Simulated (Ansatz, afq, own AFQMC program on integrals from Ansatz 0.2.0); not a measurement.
Integrals from Ansatz 0.2.0, then the random walk in our own AFQMC program (afq).

```yaml
crystal:
  periodic: [false, false, false]
  atoms:
    - {symbol: B, position_ang: [0.000000, 0.000000, 0.000000]}
    - {symbol: N, position_ang: [0.000000, 0.000000, 1.315453]}
basis:
  gaussian: {orbitals: cc-pVDZ}
magnetization: {spin_polarized: true, initial_magnetization: 2}
correlation: {method: ccsd_t, electrons: outside_noble_gas, hamiltonian_folder: ham}
```

```sh
$ ansatz run in.yaml --threads 1 --pin off --events-out ev --progress --plain --max-ram 16896MiB --backend cuda --devices 0, --max-vram 18GiB
```

afq runs on the folder ham with

```
--method phaseless --trial cisd --walkers 4000 --populations 20 --least-time 60 --time-step 0.005 --steps-per-block 50 --equilibration-blocks 28 --max-blocks 4000 --target-error 0.00017 --factor-cut 1e-05 --start spin_pure --seed 5001 --release-times 0.24,0.51,0.99,1.62,2.4 --release-step 0.03 --release-every 3 --taylor-order 6
```

Times are imaginary, in 1/Eh. The walk had a cap of 122 s. With eight or more populations the least sampling time is a fifth of least-time, and the error comes from their spread.

Log:

```
orbitals 26  electrons 5 3  factors 185 of 269
reference energy -78.99702104 Eh
CCSD correlation -0.19886805 Eh in 14 cycles, weight of the determinant in the CISD state 0.8782
energy of the start -79.194108 Eh
 block  time / (1/Eh)  mean weight  energy / Eh
     1     0.250  0.9999  -79.194222
     2     0.500  0.9999  -79.196916
     3     0.750  1.0002  -79.199301
     4     1.000  1.0001  -79.200864
     5     1.250  0.9999  -79.201461
    10     2.500  0.9998  -79.204665
    25     6.250  0.9998  -79.204798
    40    10.000  0.9998  -79.206041
    52    13.000  0.9999  -79.204357
    55    13.750  1.0002  -79.205406
    58    14.500  0.9998  -79.207479
    70    17.500  1.0001  -79.204833
    85    21.250  1.0001  -79.205486
   100    25.000  0.9998  -79.206424
   115    28.750  1.0001  -79.205811
   130    32.500  1.0000  -79.204774
   136    34.000  1.0001  -79.206052
error from the spread of 20 populations
released: time / (1/Eh)  energy / Eh  error  mean overlap
  0.24  -79.205834  0.000167  0.9984
  0.51  -79.206157  0.000189  0.9985
  0.99  -79.206279  0.000126  0.9993
  1.62  -79.206766  0.000133  0.9975
  2.40  -79.206898  0.000185  0.9937
energy -79.205464 +/- 0.000160 Eh
(rows thinned)
```

The run passed its tests (sampling time, drift between the halves within three errors, error under three times the target), which doesn't prove that it has relaxed.

Against this walk (error 4.3 meV) on the same determinant: CCSD(T) 30.0 meV higher, CCSDT(Q) 43.1 meV lower, CCSDTQ 35.2 meV lower, full CI 35.6 meV lower. The error is statistical and leaves out the bias of the constraint. The released energies are still falling (meV from the phaseless value at times in 1/Eh: -10 ± 5 at 0.24, -19 ± 5 at 0.51, -22 ± 3 at 0.99, -35 ± 4 at 1.62, -39 ± 5 at 2.40), so they give no level; they do show a bias of the constraint, and the last of them that isn't too noisy lies 3 meV below full CI. Full CI is exact here, so the walk's 36 meV above it is the walk's own error: the bias of the constraint with this trial.

Cautions: constraint bias not in the error; lower spins were not checked; raised T1 diagnostic (T1 0.045, weight of the determinant 0.88, largest double 0.10).

The walk took 68 s on 1 × NVIDIA H100 80GB HBM3 with 2 threads of AMD EPYC 7R13 Processor (Zen 3), on a shared host (the card was shared). The log's last line is the phaseless energy.

CCSDT and higher add their correlation energy to the determinant of the CCSD(T) run, since their own runs factorise the integrals more tightly (a shift of under 2 meV). A walk keeps the symmetry of its determinant, which the program's search chose and which needn't be the lowest solution, so a lower state of the same spin and another symmetry isn't excluded.
